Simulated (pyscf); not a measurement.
This saddle point was located with ωB97X-D3(BJ)/def2-SVP in PySCF.

```xyz
10

C      0.4076    -0.2081    -0.3754
C      0.0397     0.0808     1.0557
Zn     1.6140     0.0484     2.2250
H     -0.6836    -0.1782    -1.1313
H      0.7844    -1.2225    -0.5772
H      1.0363     0.5482    -0.8699
H     -0.4442     1.0702     1.1416
H     -0.6916    -0.6593     1.4270
H      2.8704     0.0191     3.1278
H     -1.4983    -0.1504    -1.6619
```
Charge 0, spin multiplicity 2.

Surface: doublet, charge 0. Lowest wavenumbers (cm⁻¹): 1363i, 141, 154, 306, 419.

Task: What reaction is this the transition state of?

Result: H₃C–CH₂–ZnH + H atom (H•) <-> •H₂C–CH₂–ZnH + hydrogen (H₂), a hydrogen abstraction read from left to right: C–H broken and H–H formed. At ωB97M-D3(BJ)/def2-TZVP it lies +0.33 eV from the left side and +0.66 eV from the right (each side as separated species at their lowest minima found). •H₂C–CH₂–ZnH lies 0.87 eV over its isomer [H₃C–CH₂–Zn]• (electronic energy, ωB97M-D3(BJ)). One saddle was located; it need not be the lowest between these sides. The angle at the transferred H is 178°. Elements up to Kr have no core potential and no relativistic terms here.
